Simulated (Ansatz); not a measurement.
# CF2 (SMILES F[C]F): methods side by side

CF2: 3 atoms, total charge 0, spin state singlet. SMILES: `F[C]F`. The coordinates come from a PBE0-D4/def2-TZVP relaxation. The run starts from this shape.

```xyz
3

F     0.3163    0.9714    0.2816
C     0.3823   -0.3185    0.1752
F    -0.6986   -0.6529   -0.4567
```

Each level gives the adiabatic ionisation energy (to the doublet cation, no zero-point term) (eV). The values are calculated.

```
                             level                 kind  program  value (eV)  CPU time (all runs)
                         HF/STO-3G         Hartree–Fock   Ansatz        8.06                1.1 s
                          HF/3-21G         Hartree–Fock   Ansatz       10.85                1.5 s
   HF/6-31G* (Cartesian functions)         Hartree–Fock   Ansatz       10.17                3.1 s
                      PBE/def2-SVP                  GGA   Ansatz       10.83                7.7 s
              PBE-D3(BJ)/def2-TZVP                  GGA   Ansatz       11.03                 17 s
                  r2SCAN/def2-TZVP             meta-GGA   Ansatz       10.96                 33 s
                     PBE0/def2-SVP        global hybrid   Ansatz       10.95                 18 s
B3LYP/6-31G* (Cartesian functions)        global hybrid   Ansatz       11.02                9.9 s
                    B2PLYP/cc-pVTZ        double hybrid   Ansatz       11.12                 56 s
  MP2/6-31G* (Cartesian functions)  perturbation theory   Ansatz       10.75                5.2 s
```

The values span 8.06 to 11.12 eV. Without the sets that lack polarisation functions the rows with a basis span only 10.17 to 11.12 eV. Times are those of the runs behind each value, whatever else they computed, on shared processors of several kinds: orders of magnitude only.
